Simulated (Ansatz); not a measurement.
Geometry optimisation, UKS B3LYP/def2-mTZVP (Ansatz 0.2.0).

The input (input.yaml):

```yaml
crystal:
  periodic: [false, false, false]
  atoms:
    - { symbol: Si, position_ang: [0.0, 0.0, 0.0] }
    - { symbol: H, position_ang: [0.0, 0.0, 1.71] }
    - { symbol: H, position_ang: [1.3768, 0.0, -0.4862] }
    - { symbol: O, position_ang: [-0.7913, 1.3709, -0.5594] }
    - { symbol: H, position_ang: [-1.7491, 1.1401, -0.7818] }
    - { symbol: H, position_ang: [-0.6877, -1.1914, -0.4862] }
    - { symbol: Cl, position_ang: [0.0, 0.0, 3.38] }
magnetization:
  spin_polarized: true
  initial_magnetization: 1
basis:
  gaussian: { orbitals: def2-mTZVP }
hamiltonian:
  xc: b3lyp
relax:
  f_tol: 0.15
  max_steps: 25
  restrain:
    - { distance: [1, 6], at: 2.57, k: 30.0 }
    - { distance: [0, 1], at: 1.46, k: 30.0 }
```

Command:

```bash
$ ansatz run input.yaml --threads 2 --pin off --max-ram 3072MiB --backend cpu --events-out ev --progress --plain --runs-dir out
```

Q: Where does it end, and by what steps?

A: It converged. The restraints hold the end off the free minimum; the threshold counts their pulls, which the force column leaves out. Restrained pairs: H2–Cl7 (1.67 → 2.56 Å), Si1–H2 (1.71 → 1.47 Å). After 6 steps the energy has risen by 0.082 eV (the restraints' own energy left out); Cl7 moved furthest, 0.58 Å.

```
step  energy less start (eV)  largest force component (eV/Å)  accepted
   0                  0.0000                           1.664       yes
   1                 -0.0101                           0.948       yes
   2                  0.1411                           1.909       yes
   3                  0.1078                           0.748       yes
   4                  0.1108                           0.698        no
   5                  0.0949                           0.674       yes
   6                  0.0823                           0.669       yes
```

```xyz
7
Properties=species:S:1:pos:R:3
Si -0.019 -0.018 -0.080
H -0.048 0.024 1.394
H 1.387 0.058 -0.523
O -0.792 1.291 -0.742
H -1.758 1.303 -0.737
H -0.647 -1.298 -0.490
Cl 0.026 -0.040 3.954
```

Run time: 24 s on 2 threads of Intel(R) Xeon(R) Platinum 8259CL CPU @ 2.50GHz (Skylake/Cascade Lake), with other jobs on the host, peak memory 0.22 GiB.
